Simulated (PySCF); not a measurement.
## TDDFT excited states: H3O4P

H3O4P.
Geometry (GFN2-xTB, Å), atoms numbered from 1 in this order:
```
atom  x, y, z in Å
O1     0.5886   -0.2246    1.6218
P2     0.0090   -0.1059    0.2910
O3    -0.5415    1.3492   -0.0886
O4     1.0360   -0.4315   -0.9011
O5    -1.2315   -1.0293   -0.0250
H6    -0.1616    1.9936    0.5044
H7     1.8752   -0.6829   -0.5216
H8    -1.5651   -0.8591   -0.9054
```

Method used: TDDFT CAM-B3LYP/def2-SVPD, vertical, gas phase, core orbitals frozen in the response (PySCF).

| state | E (eV) | λ (nm) | ν̃ (cm⁻¹) | f | main configurations (H = HOMO, L = LUMO) |
| --- | --- | --- | --- | --- | --- |
| S1 | 7.76 | 159.8 | 62570 | 0.029 | H→L (91%) |
| S2 | 7.99 | 155.3 | 64400 | 0.021 | H-1→L (90%) |
| S3 | 8.38 | 148.0 | 67570 | 0.0072 | H-2→L (89%) |
| S4 | 9.05 | 136.9 | 73020 | 0.024 | H→L+2 (68%) |
| S5 | 9.17 | 135.2 | 73990 | 0.016 | H→L+1 (50%), H-1→L+2 (20%) |
| S6 | 9.23 | 134.3 | 74440 | 0.014 | H-1→L+2 (37%), H→L+1 (32%), H-2→L+1 (13%) |
| S7 | 9.39 | 132.0 | 75750 | 0.032 | H-2→L+1 (32%), H-1→L+2 (22%), H-1→L+1 (15%) |
| S8 | 9.50 | 130.5 | 76630 | 0.035 | H-2→L+2 (27%), H-3→L (20%), H-1→L+1 (17%) |

Triplets, Tamm–Dancoff:

```
state  E (eV)  λ (nm)  main configurations (H = HOMO, L = LUMO)
   T1    7.52   164.9                                 H→L (86%)
   T2    7.74   160.3                               H-1→L (84%)
   T3    8.04   154.1                               H-2→L (83%)
```

The lowest singlet comes at 160 nm (749 kJ/mol) in the vacuum ultraviolet; it is weak; its leading configuration is HOMO→LUMO (91%). The strongest level in the table is S8 at 9.50 eV (130 nm, f = 0.035). It is the last of those listed, so stronger ones may follow. Löwdin shares by element: HOMO oxygen 89% or more, phosphorus 9%; LUMO oxygen 47% or more, phosphorus 21% (atoms not listed hold the other 32%). The oscillator strengths of these states sum to 0.176; summed over the whole spectrum of an exact calculation they would give the number of electrons, 50 (Thomas–Reiche–Kuhn). The listed states span 1.74 eV, and the widest gap between neighbours is 0.68 eV (S3 to S4). Orbital energies (eV): HOMO-3 -12.54, HOMO-2 -11.46, HOMO-1 -10.78, HOMO -10.57, LUMO 0.34, LUMO+1 1.43, LUMO+2 1.54. Singlets were solved by full linear response, triplets in the Tamm–Dancoff approximation.

One conformer stands for the species.
